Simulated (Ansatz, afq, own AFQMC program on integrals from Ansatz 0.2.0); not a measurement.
Two steps: Ansatz 0.2.0 writes the Fock matrix and Cholesky factors of the valence space, and afq projects on them the lowest state that overlaps trial and start.

```yaml
crystal:
  periodic: [false, false, false]
  atoms:
    - {symbol: C, position_ang: [-0.432930, 0.533907, -0.306459]}
    - {symbol: Al, position_ang: [0.719328, -0.882765, 0.522606]}
    - {symbol: H, position_ang: [0.064660, 1.513224, -0.277793]}
    - {symbol: H, position_ang: [-1.419011, 0.574520, 0.176615]}
    - {symbol: H, position_ang: [-0.558497, 0.224565, -1.357839]}
basis:
  gaussian: {orbitals: def2-TZVP}
magnetization: {spin_polarized: true, initial_magnetization: 2}
correlation: {method: ccsd_t, electrons: outside_noble_gas, hamiltonian_folder: ham}
```

```sh
$ ansatz run in.yaml --threads 1 --pin off --events-out ev --progress --plain --max-ram 16896MiB --backend cuda --devices 0, --max-vram 18GiB
```

afq runs on the folder ham with

```
--method free --trial cisd --walkers 2100 --time-step 0.03 --max-blocks 4000 --target-error 0.00038 --factor-cut 1e-05 --seed 5414 --times 0,0.21,0.42,0.81,1.2,1.8,2.4,3 --taylor-order 8
```

Times are imaginary, in 1/Eh. The walk had a cap of 121 s.

Output of the walk:

```
orbitals 80  electrons 6 4  factors 569 of 571
reference energy -281.47263029 Eh
CCSD correlation -0.23387201 Eh in 11 cycles, weight of the determinant in the CISD state 0.8932
repeat  energy at the last time / Eh  error
    10  -281.716658  0.000339
    20  -281.716320  0.000204
    30  -281.716352  0.000152
time / (1/Eh)  energy / Eh  error  mean overlap
  0.00  -281.706504  0.000040  1.1198
  0.21  -281.711741  0.000055  1.1160
  0.42  -281.713822  0.000055  1.1151
  0.81  -281.715371  0.000083  1.1155
  1.20  -281.715894  0.000069  1.1182
  1.80  -281.716178  0.000106  1.1229
  2.40  -281.716416  0.000128  1.1207
  3.00  -281.716369  0.000148  1.1278
energy -281.716369 +/- 0.000148 Eh
```

The run passed its tests (error under three times the target), which doesn't prove that it has relaxed.

Against this walk (error 4.0 meV) on the same determinant: CCSD(T) 24.6 meV higher, CCSDT(Q) 9.2 meV lower. The error is statistical, and a free projection of finite length keeps a remainder of its start.

Cautions: remainder of the start not in the error.

The walk took 76 s on 1 × NVIDIA H100 80GB HBM3 with 2 threads of AMD EPYC 7R13 Processor (Zen 3), on a shared host (the card was shared). The log's last line is the free-projection energy.

CCSDT and higher add their correlation energy to the determinant of the CCSD(T) run, since their own runs factorise the integrals more tightly (a shift of under 2 meV).
